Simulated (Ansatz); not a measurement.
Input file:

```yaml
crystal:
  periodic: [false, false, false]
  atoms:
    - {symbol: C, position_ang: [-2.123253, 0.038195, -0.000001]}
    - {symbol: H, position_ang: [-2.486458, 1.065495, -0.000001]}
    - {symbol: H, position_ang: [-2.486459, -0.475456, 0.889668]}
    - {symbol: H, position_ang: [-2.486458, -0.475456, -0.889669]}
    - {symbol: H, position_ang: [-0.650253, 0.038195, 0.000000]}
    - {symbol: Si, position_ang: [1.077747, 0.038195, 0.000000]}
    - {symbol: H, position_ang: [1.689927, -0.836090, 1.090013]}
    - {symbol: H, position_ang: [1.689928, -0.836089, -1.090012]}
basis:
  gaussian: {orbitals: STO-3G, fitting: {mean_field: def2-universal-jkfit}}
magnetization: {spin_polarized: true, initial_magnetization: 0}
correlation: {method: ccsd_t, electrons: all}
scf: {lower_state_search: off}
```

```sh
$ ansatz run in.yaml --threads 1 --pin off --events-out ev --progress --plain --max-ram 2393MiB
```

Log:

```
these checks for a lower state are left out or cut short: stability, starts, cluster_reference, orbital_swaps, neighbouring_geometries, increment
311 factors; integrals over basis functions are off by at most 7.5e-3 eV
mean field evaluation 1: about -8878.6545 eV, gradient 6.9e0 eV
mean field evaluation 2: about -8879.1425 eV, gradient 1.7e0 eV
mean field evaluation 4: about -8879.1837 eV, gradient 1.7e-1 eV
mean field -8879.18435937 eV, -326.3040066797 hartree, gradient 8.7e-7 eV, S^2 0.000000; 0 other end points of the search recorded, 0 dependent functions left out
reference -8879.18435937 eV, -326.3040066797 hartree; 13, 13 occupied and 7, 7 virtual orbitals, 311 factors
second order -3.10666501 eV of doubles, -0.00000000 eV of singles
cycle   1  -3.87849268 eV  change   -7.7e-1 eV  update   8.6e-2
cycle   2  -4.38416381 eV  change   -5.1e-1 eV  update   4.4e-2
cycle   3  -4.44796891 eV  change   -6.4e-2 eV  update   1.7e-2
cycle   4  -4.46086882 eV  change   -1.3e-2 eV  update   8.8e-3
cycle   5  -4.46041878 eV  change    4.5e-4 eV  update   2.7e-3
cycle   6  -4.45930232 eV  change    1.1e-3 eV  update   8.2e-4
cycle   7  -4.45936300 eV  change   -6.1e-5 eV  update   3.1e-4
cycle   8  -4.45955913 eV  change   -2.0e-4 eV  update   1.4e-4
cycle   9  -4.45946704 eV  change    9.2e-5 eV  update   6.0e-5
cycle  10  -4.45946600 eV  change    1.0e-6 eV  update   1.8e-5
perturbative correction -0.04872223 eV, -0.0017905091 hartree
Total energy: -8883.69254761 eV, -326.4696795415 hartree
Checks for a lower state left out: stability, starts, cluster_reference, orbital_swaps, neighbouring_geometries, increment
```

Ran on 1 thread of Arm Neoverse V2, shared host: 0.33 s wall, 0.22 GiB peak host memory.
